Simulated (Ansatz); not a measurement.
C5H10 can be A, `C=CC(C)C`, or B, `C=CCCC`.

Program: Ansatz. Geometries: PBE0-D4/def2-TZVP. ΔE: electronic, gas phase. CCSD(T)/CBS adds triple-zeta CCSD(T) − MP2 to the extrapolated MP2 energy (def2 sets, frozen cores). Functionals use def2-TZVPP. B3LYP here is the variant with VWN-RPA as its local correlation; programs differ in this. One conformer a species, not always the lowest.

Q: Which isomer does CCSD(T)/CBS put lower? Give the gap. (An estimate is asked.)

A: Computed: A, by 4.1 kJ/mol.

Q: Give E(B) − E(A) in kJ/mol with CCSD/def2-TZVPP, ωB97M-V, PBE0-D4, B3LYP-D4, MP2/def2-TZVPP, HF/def2-TZVPP, B2PLYP. (Best estimate.)

A: Computed: CCSD/def2-TZVPP 2.9, ωB97M-V 3.7, PBE0-D4 2.6, B3LYP-D4 2.3, MP2/def2-TZVPP 5.9, HF/def2-TZVPP -3.7, B2PLYP 1.0. The order is the other way round with HF/def2-TZVPP.

Largest T1 diagnostic: 0.009.

In def2-TZVPP, CCSD(T) changes the Hartree–Fock value by +7.8 kJ/mol (the triples alone add +1.2 kJ/mol) and MP2 by +9.6 kJ/mol. The D4 term adds +4.2 kJ/mol with B3LYP and +2.2 kJ/mol with PBE0; it sums over pairs of atoms, weighted by their polarisabilities, and B3LYP, whose exchange is more repulsive, gets the larger term.
